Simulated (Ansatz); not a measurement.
A calculation with Ansatz (development build ahead of 0.2.0).

```yaml
crystal:
  periodic: [false, false, false]
  atoms:
    - { symbol: "N", position_ang: [-0.00538, -0.03821, 0.12333] }
    - { symbol: H, position_ang: [0.95683, 0.03365, -0.29793] }
    - { symbol: H, position_ang: [-0.47749, 0.83263, -0.2138] }
    - { symbol: H, position_ang: [-0.46555, -0.8483, -0.24095] }
basis:
  gaussian: { orbitals: cc-pVDZ }
hamiltonian:
  xc: hf
correlation:
  method: mp2
  frozen_orbitals: { H: 0, "N": 1 }
```

The input is written out in the form of the current development build from the run's settings.

Results

```
Converged                       : yes
Reference energy                : -56.19172 hartree
Correlation energy              : -0.18767 hartree
Total energy                    : -56.37940 hartree
Spin squared of the determinant : 0.000
```
